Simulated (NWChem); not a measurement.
# Lowest excitation of diphosphorus (P2)

```
P
P 1 1.8911
```
Charge 0, spin multiplicity 1.

Everything below was run with NWChem. The geometry was optimised at PBE0/def2-SVP, a minimum by its harmonic frequencies.

Basis set: aug-cc-pVDZ. CR-EOMCCSD(T) is the triples correction to the same EOM-CCSD root.

```
method         lowest vertical singlet excitation energy (eV)  difference from EOM-CCSD
-------------  ----------------------------------------------  ------------------------
TD-PBE                                                   3.77                     -0.41
CIS                                                      3.29                     -0.89
TD-B3LYP                                                 3.59                     -0.59
TD-BHandHLYP                                             3.36                     -0.82
EOM-CCSD                                                 4.18                      0.00
CR-EOMCCSD(T)                                            3.92                     -0.26
```

The values span 0.89 eV, from CIS (lowest) to EOM-CCSD (highest). 

The correlated methods keep 10 core orbitals frozen. B3LYP has NWChem's definition, with VWN1-RPA local correlation. No row is a measurement; the coupled-cluster row has its own basis-set and correlation limits.
